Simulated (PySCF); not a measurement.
Two structures of CH7ClSi, closed shell, reached by relaxing down either side of one saddle point (PBE0-D4/def2-TZVP). Energies are electronic, without zero-point energy. PySCF 2.14 with density fitting (its default auxiliary sets; JK sets also for MP2 and CCSD(T)); basis: def2-TZVPP and def2-QZVPP; cores frozen in the correlated methods. Extrapolation: Hartree–Fock as exp(−7.88 √X), correlation as X^−2.97. First:

```csv
atom,x (Å),y (Å),z (Å)
Si1,-0.3693,-0.9657,-0.3964
Cl2,1.6203,-1.3711,-0.7653
H3,-1.1638,-1.8158,-1.3168
H4,-0.6445,-1.3619,1.0060
C5,-0.6995,0.8395,-0.6769
H6,1.9668,0.3012,1.8790
H7,1.7042,0.7351,2.4270
H8,-0.0934,1.4511,-0.0058
H9,-1.7539,1.0596,-0.4883
H10,-0.4678,1.1192,-1.7064
```

Second:

```
atom    x (Å)    y (Å)    z (Å)
 Si1  -0.4724  -0.5342   0.7978
 Cl2   2.7448  -0.5113  -1.5668
  H3  -0.9097  -1.8258   0.2077
  H4  -1.1545  -0.3439   2.1044
  C5  -0.7917   0.8926  -0.3621
  H6   2.1869  -0.6025  -0.4124
  H7   0.9920  -0.6499   1.0843
  H8  -0.4601   1.8342   0.0805
  H9  -1.8582   0.9770  -0.5818
 H10  -0.2581   0.7518  -1.3044
```

(1) Which bonds change from the first to the second?

(2) Give the saddle point's structure and its height above each. (Judge from chemistry; the value comes from the calculation.)

No T1 diagnostic of these runs exceeds 0.011.

Answers

(1) CH₅ClSi ([CH3][SiH2][Cl]) + H₂ → CH₆Si ([CH3][SiH3]) + HCl; bonds formed: Si1–H7, Cl2–H6; bonds broken: Si1–Cl2, H6–H7.

(2) The calculation gives: 54.87 kcal/mol above the first and 36.03 kcal/mol above the second (CCSD(T) at an estimated basis limit (MP2 extrapolated from triple and quadruple zeta, plus CCSD(T) − MP2 in triple zeta)).
```xyz
10
angstrom
Si -0.1788 -0.6018 0.3146
Cl 2.0134 -0.5494 -0.9584
H -0.3057 -1.9712 -0.2140
H -0.9680 -0.6122 1.5913
C -0.7256 0.9094 -0.6040
H 1.5748 -0.4356 0.7325
H 1.0782 -0.4077 1.4685
H -0.1687 1.7770 -0.2425
H -1.7888 1.0833 -0.4177
H -0.5308 0.8082 -1.6703
```

Labels in which every atom is bracketed show which atoms are joined, not bond orders.

For scale, one of the runs: CCSD(T)/def2-TZVPP, 213 basis functions, launched by `OMP_NUM_THREADS=4 python run.py`. Time: 7.3 min of wall clock on 4 CPU threads of an Arm Neoverse V1; the host was shared. Peak host memory: 2.7 GiB.
